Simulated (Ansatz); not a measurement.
# AlH3F (doublet): wave-function methods side by side at distance Al1–H4 along a hydrogen transfer = 1.723 Å, cc-pVDZ

Aim: climb from Hartree-Fock through coupled cluster and multireference methods for AlH3F (doublet) at one geometry and basis, and see what each rung misses.

The runs use Ansatz 0.2.0, Gaussian basis; cc-pVDZ, core rule «outside noble gas», up to 6 orbitals frozen.

Plan: UHF; CCSD(T) on ROHF; CCSD(T) on UHF; BCCD(T) on ROHF; CISD; CCSDT(Q) on ROHF; CCSDT(Q) on UHF; CASSCF and MRCISD+Q, 3 electrons in 3 orbitals; CASSCF and NEVPT2, 3 electrons in 3 orbitals.

19 further runs of the same task are left out: 9 for a known fault of the program, 8 that didn't finish, 2 set aside as unsound or not needed.

## 1. The system

The geometry derives from fragments relaxed apart (PBE0/def2-TZVP) and kept rigid, so it is no stationary point. A hydrogen atom is moved between rigid fragments.

5 atoms, charge 0, spin multiplicity 2.

Atoms are counted from 1 here; the program's logs count them from 0.

Bond lengths: Al1–H2 1.586 Å, Al1–H3 1.586 Å, Al1–H4 1.723 Å, H4–F5 1.083 Å. Angles: H2–Al1–H3 120.0°, H2–Al1–H4 120.0°, H3–Al1–H4 120.0°, Al1–H4–F5 180.0°.

## 2. UHF

in.yaml

```yaml
crystal:
  periodic: [false, false, false]
  atoms:
    - {symbol: Al, position_ang: [-1.090687, 0.000000, 0.000000]}
    - {symbol: H, position_ang: [-1.883611, 1.373384, 0.000000]}
    - {symbol: H, position_ang: [-1.883611, -1.373384, 0.000000]}
    - {symbol: H, position_ang: [0.632313, 0.000000, 0.000000]}
    - {symbol: F, position_ang: [1.715313, 0.000000, 0.000000]}
basis:
  gaussian: {orbitals: cc-pVDZ}
magnetization: {spin_polarized: true, initial_magnetization: 1}
hamiltonian: {xc: hf}
output: {orbitals: {seedname: orbitals}}
```

Command:

```console
> ansatz run in.yaml --threads 1 --pin off --events-out ev --progress --plain --max-ram 2393MiB
```

After this run come: CCSD(T) on ROHF; CCSD(T) on UHF; BCCD(T) on ROHF; CISD; CCSDT(Q) on ROHF; CCSDT(Q) on UHF; CASSCF and MRCISD+Q, 3 electrons in 3 orbitals; CASSCF and NEVPT2, 3 electrons in 3 orbitals.

Q: Predict the results of all the runs planned. Wanted: UCCSDT(Q) below the RHF energy; RMP2 from UCCSDT(Q); UMP2 from UCCSDT(Q); RCCSD from UCCSDT(Q); RCCSD(T) from UCCSDT(Q); UCCSD(T) from UCCSDT(Q); RCCSDT(Q) from UCCSDT(Q); MRCISD+Q pair from UCCSDT(Q); T1 diagnostic.

As calculated:

```
                         quantity                                                   value
   UCCSDT(Q) below the RHF energy                                              -8.2525 eV
              RMP2 from UCCSDT(Q)                                              +770.2 meV
              UMP2 from UCCSDT(Q)                                              +831.4 meV
             RCCSD from UCCSDT(Q)                                              +156.0 meV
          RCCSD(T) from UCCSDT(Q)                                               +34.5 meV
          UCCSD(T) from UCCSDT(Q)                                               +34.9 meV
         RCCSDT(Q) from UCCSDT(Q)                                                +1.1 meV
     MRCISD+Q pair from UCCSDT(Q)                                               +95.1 meV
levels within 1 kcal/mol (43 meV)  RCCSD(T), UCCSD(T), BCCD(T), RCCSDT, UCCSDT, RCCSDT(Q)
                    T1 diagnostic                                                   0.019
```

**Reading.** RCCSD(T) lands +34.5 meV from the yardstick (0.4 % of the correlation energy). These misses are within one basis, not against nature; the frozen cores of restricted and unrestricted runs differ, which can shift their rows.
